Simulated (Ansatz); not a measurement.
`N[SiH2]N` + H₂ → `N[SiH3]` + NH₃ at 400 K and 1 bar (hydrogenolysis of the Si–N bond).

Calculated with Ansatz (gas phase, PBE0-D4/def2-TZVP geometries, no zero-point term in ΔE). CCSD(T)/CBS is frozen-core, at the limit of the def2 triple- and quadruple-zeta sets. Each species was taken in one conformer, which may not be the lowest.

```csv
species,CCSD(T)/CBS energy (Eh),H − E (kJ/mol),S (J/(mol·K))
`N[SiH2]N`,-402.14773,208.8,318.3
H₂,-1.17463,38.0,139.0
`N[SiH3]`,-346.79916,153.0,285.3
NH₃,-56.50568,104.2,203.1
```

H − E and S are ideal-gas, rigid-rotor, harmonic terms from PBE0-D4/def2-TZVP, for one conformer and one mirror image of each species. 1 Eh = 2625.50 kJ/mol, R = 8.31446 J/(mol·K).

Q: By hand: ΔE, ΔH, ΔS and ΔG.

A: ΔE = (-346.79916) + (-56.50568) − (-402.14773) − (-1.17463) = 0.01752 Eh = 46.0 kJ/mol. Δ(H − E) = 153.0 + 104.2 − 208.8 − 38.0 = 10.4, so ΔH = 56.4 kJ/mol. ΔS = 285.3 + 203.1 − 318.3 − 139.0 = 31.1 J/(mol·K). ΔG = 56.4 − 400 × (31.1)/1000 = 44.0 kJ/mol.

Q: By hand: the equilibrium constant, and the temperature at which ΔG would vanish if ΔH and ΔS stayed fixed.

A: log₁₀ K = −ΔG/(RT ln 10) = -5.7. ΔG = 0 at ΔH/ΔS = 1814 K.

ΔH outweighs TΔS. A doubt of 5 kJ/mol in ΔE shifts log₁₀ K by 0.7 here. Other conformers and mirror images would add mixing entropy, several J/(mol·K) or more a flexible species. These are equilibria of isolated gas molecules and say nothing of rates. Largest T1 diagnostic: 0.010 (customary marks: 0.02 for closed shells, 0.045 for open ones).
